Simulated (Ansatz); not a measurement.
A made-up structure of H₃S₂ (charge +1), closed shell:

| atom | x (Å) | y (Å) | z (Å) |
| --- | --- | --- | --- |
| S1 | 1.0803 | -0.9193 | 0.3496 |
| S2 | 0.2509 | 0.7108 | -0.5645 |
| H3 | -0.0461 | -1.3507 | 0.9561 |
| H4 | 2.2901 | -1.4316 | 0.7011 |
| H5 | -0.4258 | 1.3386 | 0.4295 |

It is relaxed with PBE-D4/def2-SVP and then PBE0-D4/def2-TZVP (Ansatz 0.2.0). Atoms count as bonded within 1.22 times the sum of their covalent radii (H–H: 0.88 Å). The end point is not checked to be a true minimum.

**Question.** Does its bonding change? (Judge from chemistry; the calculation decides.)

**Answer.** By the calculation: No: no bond forms or breaks.

Where it ends: The first stage lowers the energy by 1.50 eV in 7 steps. It ends as H₃S₂ ([SH][SH2]), total charge +1:
S1  (0.916, -1.157, 0.025)
S2  (0.215, 0.651, -0.626)
H3  (0.036, -1.525, 0.989)
H4  (1.910, -0.835, 0.890)
H5  (0.073, 1.213, 0.594)
(Å)

Labels in which every atom is bracketed show which atoms are joined, not bond orders.

For scale, one of the runs: PBE0-D4/def2-TZVP relaxation, 92 basis functions, launched by `ansatz run in.yaml --threads 2 --pin off --events-out ev --progress --plain --max-ram 4352MiB`. The run took about 6 s on 2 CPU threads of an Arm Neoverse V1 (shared host).
